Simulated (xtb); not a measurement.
Species: H2N, SMILES `[NH2]` (charge 0, multiplicity 2).

Q: Give a relaxed geometry from GFN2-xTB run with xtb.

A: the end point of this relaxation (outside a Z-matrix the atoms follow the SMILES, hydrogens last).
Bonded distances (Å): N1–H2 1.014, N1–H3 1.014. Angles (°): H2–N1–H3 109.9.
